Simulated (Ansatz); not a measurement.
Two isomers of C8H18: A = `CC[C@@H](C)[C@H](C)CC`, B = `CC(C)CC(C)(C)C`.

Isolated molecules relaxed with PBE0-D4/def2-TZVP in Ansatz; ΔE leaves out vibrations. CBS: MP2 limit from def2 TZ/QZ plus the TZ coupled-cluster correction, frozen cores. Functionals use def2-TZVPP. Each species was taken in one conformer, which may not be the lowest.

Task: Which is lower in electronic energy at CCSD(T)/CBS, and by how much? (Best estimate.)

Result: Computed: B, by 1.3 kcal/mol.

Task: Give E(B) − E(A) in kcal/mol with LDA (SPW92), CCSD/def2-TZVPP, HF/def2-TZVPP, CCSD(T)/def2-TZVPP, B2PLYP, PBE0-D4, PBE-D4. (An estimate is asked.)

Result: Ansatz gave: LDA (SPW92) -1.1, CCSD/def2-TZVPP -1.2, HF/def2-TZVPP 0.3, CCSD(T)/def2-TZVPP -1.5, B2PLYP -0.7, PBE0-D4 -0.5, PBE-D4 -0.6. The order is the other way round with HF/def2-TZVPP.

Largest T1 diagnostic: 0.009.

Leaving LDA and LC-ωPBE aside and taking each functional with its dispersion term where it has one, the values, not all of them listed here, spread over 0.7 kcal/mol, from B97M-V to HSE06-D4. LDA lies −1.0 kcal/mol from PBE without D4. In def2-TZVPP, CCSD(T) changes the Hartree–Fock value by −1.8 kcal/mol (the triples alone add −0.3 kcal/mol) and MP2 by −2.3 kcal/mol.
